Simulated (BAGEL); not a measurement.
# A workflow on C2H3Al (ethynylalumane)

We compute the energy (HF/def2-SV(P)), then a single-point energy (NEVPT2(2,2)/def2-SV(P)), then the energy (CASPT2(2,2)/def2-SV(P)) of C2H3Al (ethynylalumane). 

The calculation is run with BAGEL 1.2.2.

1 further run of the same task is left out (set aside as unsound or not needed).

**1. The molecule**

C2H3Al has 6 atoms, charge 0, and is taken as a singlet. SMILES: `C#[C][AlH2]`. The C1–H4 distance was set to 1.440 Å, away from the relaxed value.

Bond lengths: C1–C2 1.211 Å, C2–Al3 1.906 Å, Al3–H5 1.580 Å, Al3–H6 1.580 Å. Angles: C1–C2–Al3 179.9°, C2–Al3–H5 118.8°, C2–Al3–H6 118.8°, H5–Al3–H6 122.4°. A long bond or contact: C1–H4 1.440 Å.

**2. A single-point energy at HF/def2-SV(P) (density fitting with svp-jkfit) (run 1)**

The input, calc.json:

```json
{ "bagel": [

{
  "title": "molecule",
  "basis": "def2-sv_p_.json",
  "df_basis": "svp-jkfit",
  "angstrom": "true",
  "geometry": [
    { "atom": "C", "xyz": [      -0.630336,      -1.306687,      -0.238847 ] },
    { "atom": "C", "xyz": [      -0.103636,      -0.233287,      -0.046947 ] },
    { "atom": "Al", "xyz": [       0.727264,       1.455113,       0.254253 ] },
    { "atom": "H", "xyz": [      -1.257000,      -2.583100,      -0.467400 ] },
    { "atom": "H", "xyz": [       1.519164,       2.135613,      -0.931247 ] },
    { "atom": "H", "xyz": [       0.599064,       2.122913,       1.680253 ] }
  ]
},

{
  "title": "hf"
},

{
  "title": "print",
  "file": "orbitals.molden",
  "orbitals": "true"
}

]}
```

The basis set def2-SV(P) is read from a file made from the Basis Set Exchange's data (not shown).

Command:

```
$ BAGEL_NUM_THREADS=1 BAGEL calc.json > calc.out
```

The log of the run:

```text
* using 1 threads per process

  ===============================================================
  ===============================================================

  *** Geometry ***

  { "atom" : "C", "xyz" : [     -1.191162,     -2.469281,     -0.451355 ] },
  { "atom" : "C", "xyz" : [     -0.195844,     -0.440849,     -0.088717 ] },
  { "atom" : "Al", "xyz" : [      1.374330,      2.749765,      0.480469 ] },
  { "atom" : "H", "xyz" : [     -2.375386,     -4.881352,     -0.883258 ] },
  { "atom" : "H", "xyz" : [      2.870804,      4.035724,     -1.759802 ] },
  { "atom" : "H", "xyz" : [      1.132067,      4.011724,      3.175218 ] },

  Number of auxiliary basis functions:      332

  Since a DF basis is specified, we compute 2- and 3-index integrals:
    o Being stored without compression. Storage requirement is 0.007 GB

  Number of basis functions:       52
  Number of electrons      :       28

    * METHOD: MOLECULE                             0.10

  *** RHF ***

  === Nuclear Repulsion ===
    68.2943114983

      * DIIS with orbital gradients will be used.

  === RHF iteration (def2-sv_p_.json) ===
      0       -319.02701844          0.02004811           0.02
      1       -319.11442572          0.00943540           0.02
      2       -319.13198586          0.00209928           0.02
[... 10 lines of this table left out ...]
     13       -319.13342976          0.00000000           0.02
    * SCF iteration converged.

    * Permanent dipole moment:
           (    0.177221,     0.361532,     0.064941) a.u.

    * METHOD: HF                                   0.31

    * METHOD: PRINT                                0.01

  ===============================================================
```

Run time: 0.85 s. Hardware: 1 thread of AMD EPYC 7R43 (Zen 3), shared host; peak memory 0.14 GiB.

**3. The energy at NEVPT2(2,2)/def2-SV(P) (density fitting with svp-jkfit) (run 2)**

The input, calc.json:

```json
{ "bagel": [

{
  "title": "molecule",
  "basis": "def2-sv_p_.json",
  "df_basis": "svp-jkfit",
  "angstrom": true,
  "geometry": [
    { "atom": "C", "xyz": [   -0.630336,   -1.306687,   -0.238847 ] },
    { "atom": "C", "xyz": [   -0.103636,   -0.233287,   -0.046947 ] },
    { "atom": "Al", "xyz": [    0.727264,    1.455113,    0.254253 ] },
    { "atom": "H", "xyz": [   -1.257000,   -2.583100,   -0.467400 ] },
    { "atom": "H", "xyz": [    1.519164,    2.135613,   -0.931247 ] },
    { "atom": "H", "xyz": [    0.599064,    2.122913,    1.680253 ] }
  ]
},
{ "title": "hf" },
{ "title": "casscf", "nstate": 1, "nact": 2, "nclosed": 13, "active": [10, 16], "maxiter": 200, "natocc": true },
{ "title": "nevpt2", "nstate": 1, "nact": 2, "nclosed": 13, "active": [10, 16], "maxiter": 200, "natocc": true, "ncore": 7 },
{ "title": "print", "file": "orbitals.molden", "orbitals": true }

]}
```

The basis set def2-SV(P) is read from a file made from the Basis Set Exchange's data (not shown).

Command:

```
$ BAGEL_NUM_THREADS=1 BAGEL calc.json > calc.out
```

The log of the run:

```text
* using 1 threads per process

  ===============================================================
  ===============================================================

  *** Geometry ***

[... 30 lines left out ...]
    * SCF iteration converged.
[... 1 line left out ...]
    * Permanent dipole moment:
[... 27 lines left out ...]
    * Second-order optimization converged. *
[... 9 lines left out ...]
     * ci vector, state   0, <S^2> = 0.0000
[... 3 lines left out ...]
    * METHOD: CASSCF                               0.56

    * freezing 7 orbitals

  === DF-NEVPT2 calculation ===

    * 3-index integral transformation done
    * assembly done

      NEVPT2 correlation energy:   -0.2753565938      0.03

          (+0)     -0.2299643255
          (+0)'    -0.0151437827
          (+1)     -0.0053344665
          (+1)'    -0.0000000000
          (+2)     -0.0001434133
          (-1)     -0.0204850759
          (-1)'     0.0000000000
          (-2)     -0.0042855298

      NEVPT2 total energy:       -319.4362059427

    * METHOD: NEVPT2                               0.06

    * METHOD: PRINT                                0.01

  ===============================================================
```

It took 1.4 s on 1 thread of AMD EPYC 7R43 (Zen 3), shared host; peak memory 0.14 GiB.

**4. A single-point energy at CASPT2(2,2)/def2-SV(P) (density fitting with svp-jkfit) (run 3)**

The input, input.json:

```json
{ "bagel": [

{
  "title": "molecule",
  "basis": "def2-sv_p_.json",
  "df_basis": "svp-jkfit",
  "angstrom": true,
  "geometry": [
    { "atom": "C", "xyz": [      -0.630336,      -1.306687,      -0.238847 ] },
    { "atom": "C", "xyz": [      -0.103636,      -0.233287,      -0.046947 ] },
    { "atom": "Al", "xyz": [       0.727264,       1.455113,       0.254253 ] },
    { "atom": "H", "xyz": [      -1.257000,      -2.583100,      -0.467400 ] },
    { "atom": "H", "xyz": [       1.519164,       2.135613,      -0.931247 ] },
    { "atom": "H", "xyz": [       0.599064,       2.122913,       1.680253 ] }
  ]
},

{
  "title": "hf"
},

{
  "title": "casscf",
  "nstate": 1,
  "nact": 2,
  "nclosed": 13,
  "active": [10, 16],
  "maxiter": 200,
  "natocc": true
},

{
  "title": "print",
  "file": "orbitals.molden",
  "orbitals": true
},

{
  "title": "smith",
  "method": "caspt2",
  "ms": true,
  "xms": true,
  "sssr": true,
  "shift": 0.2,
  "shift_imag": true,
  "ncore": 7
}

]}
```

The basis set def2-SV(P) is read from a file made from the Basis Set Exchange's data (not shown).

Command:

```
$ BAGEL_NUM_THREADS=1 BAGEL input.json > input.out
```

The log of the run:

```text
* using 1 threads per process

  ===============================================================
  ===============================================================

  *** Geometry ***

[... 32 lines left out ...]
    * Permanent dipole moment:
[... 37 lines left out ...]
     * ci vector, state   0, <S^2> = 0.0000
[... 21 lines left out ...]
       #      aibj      arbs      arbi      airj      risj      airs      arst      rist         Etot      error   time
[... 9 lines left out ...]
      ------------------------------------------------------------------------------------------------------------------

    * CASPT2 energy : state  0     -319.4382914890
        w/o shift correction       -319.4356248058
        reference weight              0.8904233985

    * METHOD: SMITH                                0.13

  ===============================================================
```

Wall time 1.5 s (1 thread of AMD EPYC 7R43 (Zen 3), shared host); peak memory 0.14 GiB.

**5. Results**

| quantity | value |
| --- | --- |
| run 1, HF/def2-SV(P): total energy | -319.13343 Eh |
| run 1, HF/def2-SV(P): dipole moment | 1.04 D |
| run 1, HF/def2-SV(P): HOMO energy | -10.73 eV |
| run 1, HF/def2-SV(P): LUMO energy | 1.09 eV |
| run 1, HF/def2-SV(P): HOMO–LUMO gap | 11.82 eV |
| run 2, NEVPT2(2,2)/def2-SV(P): total energy | -319.43621 Eh |
| run 3, CASPT2(2,2)/def2-SV(P): total energy | -319.43829 Eh |
